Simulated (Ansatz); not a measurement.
## Tungsten, bcc: convergence with cold smearing

Computed with Ansatz, r²SCAN, scalar-relativistic PAW, on the relaxed cell (a = 3.170 Å; spin not included). Errors count from a run at 500 eV on a Γ-centred 23×23×23 mesh with Fermi-Dirac smearing of 0.1 eV, extrapolated to zero width. Fixed here: cutoff 500 eV, mesh 14×14×14. The SCF starts from atomic densities corrected by a trained network.

```json
{"width (eV)": "0.01", "E(σ→0) error (meV/atom)": "9.8", "F error (meV/atom)": "9.8", "P (GPa)": "0.17", "SCF iterations": "5"}
{"width (eV)": "0.03", "E(σ→0) error (meV/atom)": "9.7", "F error (meV/atom)": "9.7", "P (GPa)": "0.17", "SCF iterations": "5"}
{"width (eV)": "0.1", "E(σ→0) error (meV/atom)": "9.4", "F error (meV/atom)": "9.2", "P (GPa)": "0.23", "SCF iterations": "5"}
{"width (eV)": "0.2", "E(σ→0) error (meV/atom)": "9.0", "F error (meV/atom)": "8.1", "P (GPa)": "0.15", "SCF iterations": "5"}
{"width (eV)": "0.3", "E(σ→0) error (meV/atom)": "8.2", "F error (meV/atom)": "6.6", "P (GPa)": "-0.11", "SCF iterations": "5"}
{"width (eV)": "0.6", "E(σ→0) error (meV/atom)": "2.6", "F error (meV/atom)": "0.6", "P (GPa)": "-0.32", "SCF iterations": "5"}
{"width (eV)": "1.0", "E(σ→0) error (meV/atom)": "-23.5", "F error (meV/atom)": "22.4", "P (GPa)": "-2.10", "SCF iterations": "5"}
```
